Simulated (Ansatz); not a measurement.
# C3H8N2: a ladder of functionals and wavefunction methods

An exercise on one series of results from a longer session: the logs are not shown, and one member is left open.

The runs use Ansatz 0.2.0, Gaussian basis; functionals in def2-TZVPP, the program's frozen cores in correlated methods.

Plan: LDA (SPW92), PBE-D4, revPBE-D4, BLYP-D4, r2SCAN-D4, B97M-V, PBE0-D4, B3LYP-D4, r2SCANh-D4, r2SCAN0-D4, HSE06-D4, BHLYP-D4, CAM-B3LYP-D4, LC-ωPBE, ωB97X-V, ωB97M-V, B2PLYP, PBE-QIDH; CCSD(T)/def2-SVP; CCSD(T)/def2-TZVPP; MP2/def2-QZVPP; extrapolation to the limit; RPA on PBE.

## The geometry

The geometry comes from an earlier relaxation with PBE0-D4 in a triple-zeta def2 set; it is a stationary point, not always the lowest conformer.

SMILES `NC1(N)CC1`, 13 atoms, charge 0, spin multiplicity 1.

Atoms are counted from 1 here; the program's logs count them from 0.

Bond lengths: N1–C2 1.442 Å, N1–H6 1.012 Å, N1–H7 1.014 Å, C2–N3 1.429 Å, C2–C4 1.501 Å, C2–C5 1.490 Å, N3–H8 1.014 Å, N3–H9 1.014 Å, C4–C5 1.510 Å, C4–H10 1.083 Å, C4–H11 1.083 Å, C5–H12 1.082 Å, C5–H13 1.084 Å. Angles: C2–N1–H6 111.5°, C2–N1–H7 110.9°, H6–N1–H7 107.6°, N1–C2–N3 115.3°, N1–C2–C4 121.5°, N1–C2–C5 117.3°, N3–C2–C4 115.0°, N3–C2–C5 116.2°, C4–C2–C5 60.6°, C2–N3–H8 110.5°, C2–N3–H9 109.2°, H8–N3–H9 107.3°, C2–C4–C5 59.3°, C2–C4–H10 117.5°, C2–C4–H11 118.1°, C5–C4–H10 117.5°, C5–C4–H11 117.5°, H10–C4–H11 115.5° and more.

The first run:

The input, in.yaml:

```yaml
crystal:
  periodic: [false, false, false]
  atoms:
    - {symbol: N, position_ang: [-1.162473, 0.898208, 0.508862]}
    - {symbol: C, position_ang: [-0.129294, -0.063953, 0.217013]}
    - {symbol: N, position_ang: [-0.131717, -1.232271, 1.040423]}
    - {symbol: C, position_ang: [0.372899, -0.275150, -1.181328]}
    - {symbol: C, position_ang: [1.209198, 0.466709, -0.166547]}
    - {symbol: H, position_ang: [-0.942806, 1.807369, 0.123605]}
    - {symbol: H, position_ang: [-2.051046, 0.606211, 0.116866]}
    - {symbol: H, position_ang: [-0.931852, -1.816258, 0.825871]}
    - {symbol: H, position_ang: [-0.213013, -0.955536, 2.012497]}
    - {symbol: H, position_ang: [-0.088067, 0.306123, -1.970837]}
    - {symbol: H, position_ang: [0.693953, -1.270153, -1.462415]}
    - {symbol: H, position_ang: [2.072179, -0.043956, 0.239015]}
    - {symbol: H, position_ang: [1.322438, 1.537957, -0.288228]}
basis:
  gaussian: {orbitals: def2-TZVPP}
hamiltonian: {xc: lda}
output: {orbitals: {seedname: orbitals}}
```

Started as:

```
> ansatz run in.yaml --threads 4 --pin off --events-out ev --progress --plain --max-ram 10444MiB
```

Among the steps run: LDA; PBE-D4 (GGA); revPBE-D4 (GGA); BLYP-D4 (GGA); r2SCAN-D4 (meta-GGA); B97M-V (meta-GGA); PBE0-D4 (hybrid); B3LYP-D4 (hybrid); r2SCANh-D4 (hybrid); r2SCAN0-D4 (hybrid); HSE06-D4 (hybrid); BHLYP-D4 (hybrid); CAM-B3LYP-D4 (range-separated); LC-ωPBE (range-separated); ωB97X-V (range-separated); ωB97M-V (range-separated); B2PLYP (double hybrid); PBE-QIDH (double hybrid).

One of the session's tables, all rows but one given; the rest of the session is left out.

It belongs to the step «Orbital energies across the functionals». 

```
  functional  HOMO (eV)  LUMO (eV)  gap (eV)
 LDA (SPW92)          ?          ?         ?
      PBE-D4      -5.15       0.21      5.36
   revPBE-D4      -5.10       0.28      5.38
     BLYP-D4      -5.06       0.17      5.22
   r2SCAN-D4      -5.43       0.97      6.39
      B97M-V      -5.58       0.40      5.98
     PBE0-D4      -6.57       1.02      7.60
    B3LYP-D4      -6.36       0.66      7.02
  r2SCANh-D4      -5.96       1.20      7.16
  r2SCAN0-D4      -6.76       1.53      8.28
    HSE06-D4      -6.17       0.66      6.82
    BHLYP-D4      -7.91       1.60      9.51
CAM-B3LYP-D4      -8.01       1.75      9.76
     LC-ωPBE      -9.37       3.08     12.45
     ωB97X-V      -9.02       2.86     11.88
     ωB97M-V      -8.94       2.40     11.33
```

Q: Estimate the row for LDA (SPW92) from the others.

The run gave: HOMO (eV): -5.29; LUMO (eV): 0.06; gap (eV): 5.34. In the column «HOMO (eV)» it lies between r2SCAN-D4 (-5.43) and PBE-D4 (-5.15).
